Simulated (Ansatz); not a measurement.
The input, for Ansatz 0.2.0:

```yaml
crystal:
  periodic: [false, false, false]
  atoms:
    - {symbol: Al, position_ang: [0.000000, 0.000000, 0.242004]}
    - {symbol: P, position_ang: [0.000000, 0.000000, -2.524014]}
    - {symbol: H, position_ang: [0.000000, 0.000000, 2.282010]}
basis:
  gaussian: {orbitals: 6-31G}
magnetization: {spin_polarized: false, initial_magnetization: 1}
correlation: {method: fic_mrcisd_q, electrons: outside_noble_gas, active_space: {window: {electrons: 3, orbitals: 3}}}
```

```sh
$ ansatz run in.yaml --threads 1 --pin off --events-out ev --progress --plain --max-ram 2393MiB
```

Log:

```
310 factors; integrals over basis functions are off by at most 1.2e-4 eV
mean field evaluation 1: about -15864.1164 eV, gradient 1.3e1 eV
mean field evaluation 2: about -15864.1175 eV, gradient 1.3e1 eV
mean field evaluation 4: about -15865.4395 eV, gradient 2.7e0 eV
mean field evaluation 8: about -15865.5626 eV, gradient 1.5e-1 eV
mean field evaluation 16: about -15865.5627 eV, gradient 3.6e-1 eV
mean field evaluation 32: about -15862.5621 eV, gradient 7.2e-4 eV
mean field evaluation 64: about -15865.5624 eV, gradient 3.7e-1 eV
mean field evaluation 96: about -15864.0630 eV, gradient 8.5e-1 eV
mean field -15865.56341482 eV, -583.0487014294 hartree, gradient 1.5e-6 eV, S^2 0.750000; 9 other end points of the search recorded, 0 dependent functions left out
reference -15865.56341482 eV, -583.0487014294 hartree; 15, 14 occupied and 13, 14 virtual orbitals, 310 factors
state -15866.21210598 eV, -583.0725403898 hartree
contracted CI cycle   1: correlation 0.00000000 eV, 0.0000000000 hartree, residual 7.55e0 eV
contracted CI cycle   2: correlation -1.86591834 eV, -0.0685712341 hartree, residual 1.97e0 eV
...
contracted CI cycle   3: correlation -2.36136497 eV, -0.0867785622 hartree, residual 1.16e0 eV
contracted CI cycle   4: correlation -2.43726567 eV, -0.0895678615 hartree, residual 6.65e-1 eV
contracted CI cycle   5: correlation -2.46072999 eV, -0.0904301592 hartree, residual 3.01e-1 eV
contracted CI cycle   6: correlation -2.46488530 eV, -0.0905828641 hartree, residual 1.40e-1 eV
contracted CI cycle   7: correlation -2.46576342 eV, -0.0906151342 hartree, residual 6.44e-2 eV
contracted CI cycle   8: correlation -2.46595132 eV, -0.0906220394 hartree, residual 2.93e-2 eV
contracted CI cycle   9: correlation -2.46598728 eV, -0.0906233610 hartree, residual 1.38e-2 eV
contracted CI cycle  10: correlation -2.46599501 eV, -0.0906236450 hartree, residual 5.33e-3 eV
contracted CI cycle  11: correlation -2.46599613 eV, -0.0906236862 hartree, residual 1.87e-3 eV
contracted CI cycle  12: correlation -2.46599626 eV, -0.0906236910 hartree, residual 7.12e-4 eV
state -15865.77389207 eV, -583.0564363258 hartree; corrected -15868.70732187 eV, -583.1642378828 hartree
state -15866.21210598 eV, -583.0725403898 hartree; corrected -15868.78266189 eV, -583.1670065774 hartree
Total energy: -15868.78266189 eV, -583.1670065774 hartree
```

Natural occupations: 1.9236 1.0000 0.0764.

For the same geometry and basis full CI lies 7.5 meV higher.

Ran on 1 thread of Arm Neoverse V1, shared host: 2.4 s wall, 0.14 GiB peak host memory.
